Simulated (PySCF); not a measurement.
Below is a simulated gas-phase C 1s photoelectron spectrum of 1-butyne, `C#CCC`.

Every computed line was given a Gaussian of 0.5 eV full width at half maximum and an area set by the number of equivalent atoms; the highest printed point is 100. Method used: delta-SCF UKS SCAN, pcX-2 on the ionised atom, pcseg-1 elsewhere, spin-free X2C (PySCF 2.14.0).

binding energy (eV), intensity and a bar:
```
    289.3          0 
    289.4          1 
    289.5          3 #
    289.6          8 ##
    289.7         18 #####
    289.8         34 ##########
    289.9         49 ###############
    290.0         59 ##################
    290.1         59 ##################
    290.2         55 ################
    290.3         55 ################
    290.4         65 ###################
    290.5         82 #########################
    290.6         97 #############################
    290.7        100 ##############################
    290.8         89 ###########################
    290.9         68 ####################
    291.0         44 #############
    291.1         28 ########
    291.2         24 #######
    291.3         32 #########
    291.4         45 ##############
    291.5         56 #################
    291.6         56 #################
    291.7         45 ##############
    291.8         29 #########
    291.9         15 #####
    292.0          6 ##
    292.1          2 #
    292.2          1 
    292.3          0
```

Question: How many maxima does the curve show, and how many computed lines lie under it?

Answer: The curve has 3 maxima (at 290.0, 290.7 and 291.5 eV). Under it lie 4 lines from 4 inequivalent carbon sites. At this width some lines have no maximum of their own.

Question: Decompose the envelope and assign each component. Numbering: `[CH:1]#[C:2][CH2:3][CH3:4]`.

Answer: 
```csv
position (eV),relative area,line,atoms,environment
290.02,1,C 1s,C1,terminal alkyne carbon
290.57,1,C 1s,C2,alkyne carbon
290.79,1,C 1s,C4,methyl carbon
291.55,1,C 1s,C3,propargylic carbon
```

Lowest listed C 1s: C1, bonded to C (triple bond) and H. Highest, 1.53 eV above it: C3, bonded to 2 C and 2 H. The widest gap between neighbouring values is 0.76 eV, between 290.79 and 291.55 eV. Summing the Pauling electronegativity differences to the bonded atoms, each weighted by its formal bond order, gives -0.35 for the lowest site and -0.70 for the highest; the largest sum, 0.00, belongs to C2, 0.98 eV below the top. The smallest sum, -1.05, belongs to C4, 0.77 eV above the lowest.

Shake-up satellites, vibrational structure and lifetime widths aren't simulated. The unrestricted hole states depart most from a pure doublet (⟨S²⟩ = 0.75; over 0.85 named) for C 1s of C2 (0.85), which makes this value less certain. Isolated species at its GFN2-xTB geometry, gas phase.
